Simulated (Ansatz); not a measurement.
Process, species as SMILES: [CH]=O (CH-O) → CHO+ (singlet, bonded as O=[CH]) + e-
B3LYP-D3(BJ)/def2-TZVP geometries, fixed; electronic energies without zero-point terms.
Largest species:
```xyz
3

C      0.0497     0.5837    -0.0011
O      0.0741    -0.5878    -0.0009
H     -0.8911     1.2003     0.0145
```
Charge 0, spin multiplicity 2.

Basis-set convergence of the adiabatic ionisation energy at HF with Ansatz (an electronic-structure program). Cartesian d functions, on some or all atoms, in 6-31G**, 6-31+G*; all else is spherical. Open shells are unrestricted. No added dispersion term, no relativity. Functions are those of the species that has most. Reference: the value in aug-pcseg-3, 7.685 eV, itself unsure by roughly 0.003 eV (its mean distance from aug-cc-pVQZ, def2-QZVPPD, pcseg-3). Deviations are taken from unrounded values.

```json
[
 {"basis": "pcseg-0", "functions": "20", "adiabatic ionisation energy (eV)": "8.106", "minus reference (eV)": "0.420"},
 {"basis": "cc-pVDZ", "functions": "33", "adiabatic ionisation energy (eV)": "7.630", "minus reference (eV)": "-0.056"},
 {"basis": "6-31G**", "functions": "35", "adiabatic ionisation energy (eV)": "7.664", "minus reference (eV)": "-0.021"},
 {"basis": "6-31+G*", "functions": "40", "adiabatic ionisation energy (eV)": "7.781", "minus reference (eV)": "0.096"},
 {"basis": "def2-SVPD", "functions": "51", "adiabatic ionisation energy (eV)": "7.791", "minus reference (eV)": "0.105"},
 {"basis": "def2-TZVPP", "functions": "76", "adiabatic ionisation energy (eV)": "7.681", "minus reference (eV)": "-0.005"},
 {"basis": "def2-TZVPD", "functions": "86", "adiabatic ionisation energy (eV)": "7.693", "minus reference (eV)": "0.008"},
 {"basis": "def2-QZVPPD", "functions": "162", "adiabatic ionisation energy (eV)": "7.689", "minus reference (eV)": "0.003"},
 {"basis": "aug-cc-pVQZ", "functions": "206", "adiabatic ionisation energy (eV)": "7.689", "minus reference (eV)": "0.003"}
]
```
